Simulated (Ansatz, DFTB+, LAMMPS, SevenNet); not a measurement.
How well does each level of theory give the elastic constant C33 of hcp Ru?

Reference value: 624 GPa (measured, temperature not stated, not corrected to a static lattice; as tabulated in Mehl and Papaconstantopoulos (1996), arXiv:mtrl-th/9602003).

```csv
level (code),value (GPa),cell (Å³/atom),difference (%)
Lennard-Jones jacobson2022 (LAMMPS),1326,13.46,+112
GFN1-xTB as cut by DFTB+,441,14.24,-29
SevenNet-l3i5,481,13.94,-23
LDA (Ansatz),743,13.09,+19.1
PBE (Ansatz),641,13.77,+2.7
PBEsol (Ansatz),710,13.32,+13.8
r²SCAN (Ansatz),692,13.49,+10.9
```

The reference's temperature isn't stated, so close values are not ranked against it. Off by more than 25 %, or 35 % on the side where a correction would as a rule narrow the miss (bounds picked here): Lennard-Jones jacobson2022 (+112 %), GFN1-xTB as cut by DFTB+ (-29 %).

The reference isn't brought to a static lattice, while the calculations are for one, so the differences are not the levels' errors alone. A static lattice is as a rule stiffer than a warm one, by over a tenth in soft solids.  GFN1-xTB as cut by DFTB+: the method was fitted mainly to molecules. GFN1-xTB as cut by DFTB+: codes differ in how they cut the long-range tail of xTB's charge interaction in a crystal, so the value belongs to this code. Each level is taken at its own relaxed cell. Cutoffs differ between the levels. Ansatz's density-functional and Hartree–Fock values are scalar-relativistic unless marked +SOC, with PAW data made under PBE.

Empirical potentials (Lennard-Jones jacobson2022) are fitted to chosen data: where that held the value shown, agreement is built in, and what lay outside the fit can be far off. Machine-learned potentials (SevenNet-l3i5) are trained on DFT data: a solid inside that data is no test of them.

Differences are worked out from the printed values.

Ansatz is a first-principles code.
